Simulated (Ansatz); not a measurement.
Coupled-cluster diagnostics for the cluster C₃H₅, Ansatz.

Geometry of the doublet (PBE0-D4/def2-TZVP):

```xyz
8

C     0.334    0.656    0.337
C    -0.975    0.123   -0.025
C     0.164   -0.781   -0.138
H     0.815    1.375   -0.321
H     0.292   -1.560    0.609
H    -1.729    0.444   -0.727
H     0.570    0.798    1.388
H     0.528   -1.056   -1.124
```

Correlated methods freeze 3 core orbitals. Another isomer (doublet) lies 1.10 eV lower at PBE0-D4/def2-TZVP; other spin states weren't run for this one.

(1) Estimate the CCSD(T) correlation energy, the shares of MP2 and (T), T1 and the reference's ⟨S²⟩ for: charge 0, doublet, own geometry in def2-TZVPP; and the rough time on 2 threads of Arm Neoverse N1 on a shared host.

Results:

(1) 
```
                          state       basis  correlation (eV)  MP2 share (%)  (T) share (%)     T1  ⟨S²⟩ (pure)  wall time
charge 0, doublet, own geometry  def2-TZVPP           -14.388           90.0            3.9  0.012  0.76 (0.75)      2 min
```
Customary marks for T1 are 0.02 (closed shells), 0.045 (open shells) and about 0.05 (3d metals). T1 stays under 0.02 throughout.
